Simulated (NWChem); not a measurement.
Species: dimethyl ether (C$_{2}$H$_{6}$O); SMILES O(C)C

All runs: NWChem. Pople sets run with spherical d functions. STO-3G and 3-21G are far too small for this property and stand as cheap habits. All runs use the structure optimised with PBE0/def2-SVP. Vertical excitations in the gas phase; the lowest state need not have the same character in each row.

### Question
Taking PBE/aug-cc-pVDZ, TDA as the yardstick, which of these has the fewest basis functions while keeping “lowest excitation, singlet (eV)” within 0.1 eV of it: PBE/3-21G, TDA; PBE/def2-SVP, TDA; PBE/6-31+G*, TDA; PBE/6-31G*, TDA; PBE/def2-SVPD, TDA?

### Answer
none of them.
| level | basis functions | lowest excitation, singlet (eV) | relative time (rough) |
|---|---|---|---|
| PBE/3-21G, TDA | 39 | 7.70 | 1 |
| PBE/6-31G*, TDA | 54 | 7.50 | 2 |
| PBE/6-31+G*, TDA | 66 | 5.83 | 2 |
| PBE/def2-SVP, TDA | 72 | 6.79 | 2 |
| PBE/def2-SVPD, TDA | 111 | 6.07 | 5 |
| PBE/aug-cc-pVDZ, TDA | 123 | 5.40 | 10 |

The yardstick is one finite set, not the basis-set limit.
